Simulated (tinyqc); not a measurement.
Worked calculation: ROHF in the sto-3g basis, for LiH, spin multiplicity 3. One step of it, computed by the program tinyqc.

Problem. Iteration 2: Roothaan effective Fock matrix. With projectors Pc = D(beta) S, Po = (D(alpha) - D(beta)) S, Pv = 1 - D(alpha) S, the block xy is Px^T F Py; with Fc = (F(alpha) + F(beta))/2, the blocks are Fc for cc, oo, vv and cv, F(beta) for co and F(alpha) for ov.

F(alpha) (hartree):
```
            1Li 1s     1Li 2s   1Li 2px   1Li 2py    1Li 2pz      2H 1s
1Li 1s   -2.346121  -0.628352  0.000000  0.000000  -0.004654  -0.027152
1Li 2s   -0.628352  -0.349520  0.000000  0.000000  -0.015374  -0.161815
1Li 2px   0.000000   0.000000  0.137797  0.000000   0.000000   0.000000
1Li 2py   0.000000   0.000000  0.000000  0.137797   0.000000   0.000000
1Li 2pz  -0.004654  -0.015374  0.000000  0.000000   0.036869  -0.245307
2H 1s    -0.027152  -0.161815  0.000000  0.000000  -0.245307  -0.485277
```

F(beta) (hartree):
```
            1Li 1s     1Li 2s   1Li 2px   1Li 2py    1Li 2pz      2H 1s
1Li 1s   -2.314617  -0.635458  0.000000  0.000000  -0.003960  -0.026473
1Li 2s   -0.635458  -0.071087  0.000000  0.000000  -0.024600  -0.039271
1Li 2px   0.000000   0.000000  0.201529  0.000000   0.000000   0.000000
1Li 2py   0.000000   0.000000  0.000000  0.201529   0.000000   0.000000
1Li 2pz  -0.003960  -0.024600  0.000000  0.000000   0.194158  -0.037834
2H 1s    -0.026473  -0.039271  0.000000  0.000000  -0.037834   0.213073
```

D(alpha) after iteration 1:
```
            1Li 1s     1Li 2s   1Li 2px   1Li 2py    1Li 2pz      2H 1s
1Li 1s    1.061601  -0.257272  0.000000  0.000000   0.032982   0.021500
1Li 2s   -0.257272   1.076071  0.000000  0.000000  -0.124632  -0.132140
1Li 2px   0.000000   0.000000  0.000000  0.000000   0.000000   0.000000
1Li 2py   0.000000   0.000000  0.000000  0.000000   0.000000   0.000000
1Li 2pz   0.032982  -0.124632  0.000000  0.000000   0.080690   0.244534
2H 1s     0.021500  -0.132140  0.000000  0.000000   0.244534   0.809763
```

D(beta) after iteration 1:
```
            1Li 1s     1Li 2s   1Li 2px   1Li 2py    1Li 2pz      2H 1s
1Li 1s    0.984429   0.030510  0.000000  0.000000   0.002651  -0.003279
1Li 2s    0.030510   0.000946  0.000000  0.000000   0.000082  -0.000102
1Li 2px   0.000000   0.000000  0.000000  0.000000   0.000000   0.000000
1Li 2py   0.000000   0.000000  0.000000  0.000000   0.000000   0.000000
1Li 2pz   0.002651   0.000082  0.000000  0.000000   0.000007  -0.000009
2H 1s    -0.003279  -0.000102  0.000000  0.000000  -0.000009   0.000011
```

overlap S:
```
           1Li 1s    1Li 2s   1Li 2px   1Li 2py   1Li 2pz     2H 1s
1Li 1s   1.000000  0.241137  0.000000  0.000000  0.000000  0.009089
1Li 2s   0.241137  1.000000  0.000000  0.000000  0.000000  0.204740
1Li 2px  0.000000  0.000000  1.000000  0.000000  0.000000  0.000000
1Li 2py  0.000000  0.000000  0.000000  1.000000  0.000000  0.000000
1Li 2pz  0.000000  0.000000  0.000000  0.000000  1.000000  0.306026
2H 1s    0.009089  0.204740  0.000000  0.000000  0.306026  1.000000
```

Give: effective F.

Solution.

effective F (hartree):
```
          1Li 1s   1Li 2s  1Li 2px  1Li 2py  1Li 2pz    2H 1s
1Li 1s   -2.3301  -0.6355   0.0000   0.0000  -0.0037  -0.0263
1Li 2s   -0.6355  -0.2099   0.0000   0.0000  -0.0028  -0.0997
1Li 2px   0.0000   0.0000   0.1697   0.0000   0.0000   0.0000
1Li 2py   0.0000   0.0000   0.0000   0.1697   0.0000   0.0000
1Li 2pz  -0.0037  -0.0028   0.0000   0.0000   0.1805  -0.0904
2H 1s    -0.0263  -0.0997   0.0000   0.0000  -0.0904  -0.1711
```
